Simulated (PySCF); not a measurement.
BH2(NH2).
SMILES: `BN`

The closed-shell ground state was solved at several levels (PySCF, density fitting, gas phase, non-relativistic). Geometry: PBE0-D3(BJ)/def2-SVP; no solvent, vibrations or thermal averaging.

```csv
level,basis functions,HOMO (eV),LUMO (eV),gap (eV),dipole (D)
B3LYP/pcJ-1,94,-8.39,0.13,8.52,2.12
wB97X-D/pcSseg-1,54,-10.61,2.26,12.87,2.03
PBE0/pcSseg-1,54,-8.68,0.37,9.05,2.08
```

Q: Estimate the row for CAM-B3LYP/def2-SVPD, a basis of 72 functions; the other rows only guide the guess.

A: HOMO -10.20 eV, LUMO 1.12 eV, gap 11.32 eV, dipole 1.93 D.

Q: Over all these levels, which gives the widest orbital gap and which the narrowest?

A: wB97X-D/pcSseg-1 (range-separated hybrid) has the widest, 12.87 eV, and B3LYP/pcJ-1 (global hybrid, 20 % exact exchange) the narrowest, 8.52 eV. Functional and basis both differ between the two, so the spread mixes both effects.

Q: How far do the dipole and the HOMO energy spread over the levels?

A: The dipole runs from 1.93 to 2.12 D (mean 2.04 D) and the HOMO from -10.61 to -8.39 eV.
